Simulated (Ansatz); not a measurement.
`C=CC1=CC1`, relaxed with RKS PBE-D4/def2-SVP in Ansatz 0.2.0 from a rough embedded geometry. The force threshold is 0.03 eV/Å; the program also tests the step.

Total charge 0; spin multiplicity 1.

Start:

```xyz
11

C    -0.936   -0.807   -1.468
C    -0.962    0.244   -0.625
C    -0.021    0.429    0.355
C     0.560    0.957    1.369
C     1.180   -0.176    0.896
H    -0.161   -1.514   -1.527
H    -1.705   -0.861   -2.267
H    -1.736    0.945   -0.683
H     0.548    1.835    2.087
H     2.128   -0.012    0.356
H     1.106   -1.040    1.509
```

(1) How much energy does the relaxation release, and in how many steps? (An estimate is asked.)

(2) Which bonds change most? (An estimate is asked.)

(3) Give the relaxed structure. (Best estimate.)

## Answers

(1) Ansatz gave: 73.70 kJ/mol, in 8 steps, 2 of them rejected.

(2) Computed: C4–C5 from 1.375 to 1.507 Å; C2–C3 from 1.371 to 1.435 Å; C3–C5 from 1.449 to 1.513 Å; C2–H8 from 1.046 to 1.104 Å.

(3) The calculation gave: 
```xyz
11

C    -0.983   -0.780   -1.546
C    -0.994    0.243   -0.659
C     0.002    0.406    0.361
C     0.519    1.047    1.391
C     1.270   -0.180    0.942
H    -0.188   -1.544   -1.515
H    -1.762   -0.883   -2.316
H    -1.794    1.003   -0.699
H     0.485    1.873    2.110
H     2.227   -0.072    0.388
H     1.219   -1.113    1.543
```
